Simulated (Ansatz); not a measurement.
Ansatz (an electronic-structure program) input (RPA@PBE/cc-pVTZ):

Ansatz 0.2 input:
```yaml
crystal:
  periodic: [false, false, false]
  atoms:
    - {symbol: O, position_ang: [-0.04634422, -0.67304699, 0.09092762]}
    - {symbol: C, position_ang: [-0.05291725, 0.73251557, -0.05466044]}
    - {symbol: C, position_ang: [1.23300486, -1.23469327, -0.09432707]}
    - {symbol: C, position_ang: [-1.42383591, 1.25019667, 0.11613972]}
    - {symbol: H, position_ang: [0.63445594, 1.19531475, 0.67585883]}
    - {symbol: H, position_ang: [0.34897909, 1.00381637, -1.05108243]}
    - {symbol: H, position_ang: [1.13647199, -2.31162275, 0.03325639]}
    - {symbol: H, position_ang: [1.62175563, -1.02638518, -1.09994825]}
    - {symbol: H, position_ang: [1.95143697, -0.85026382, 0.64168156]}
    - {symbol: H, position_ang: [-2.26251947, 0.57073731, 0.09343214]}
    - {symbol: H, position_ang: [-1.59733654, 2.31466541, 0.17646751]}
basis:
  gaussian:
    orbitals: cc-pVTZ
hamiltonian:
  xc: pbe
magnetization: {spin_polarized: true, initial_magnetization: 1}
correlation: {method: rpa, electrons: outside_noble_gas}
```

End of the output:

```
integrals: 0.46 GiB planned
1241 factors; integrals over basis functions are off by at most 1.1e-3 eV
mean field: 1.10 GiB planned
mean field evaluation 1: about -5255.1470 eV, gradient 4.6e1 eV
mean field evaluation 2: about -5255.1417 eV, gradient 4.6e1 eV
mean field evaluation 4: about -5264.3461 eV, gradient 1.5e1 eV
mean field evaluation 8: about -5265.1063 eV, gradient 4.2e-1 eV
mean field evaluation 16: about -5265.1070 eV, gradient 5.6e-5 eV
mean field -5265.10697568 eV, -193.4891125385 hartree, gradient 3.1e-6 eV, S^2 0.753712; 0 other end points of the search recorded, 0 dependent functions left out
4 core orbitals not correlated
reference -5238.25120979 eV, -192.5021813454 hartree; 13, 12 occupied and 201, 202 virtual orbitals, 1241 factors
Total energy: -5271.54062601 eV, -193.7255448273 hartree
```

It need not be the lowest isomer of its formula.
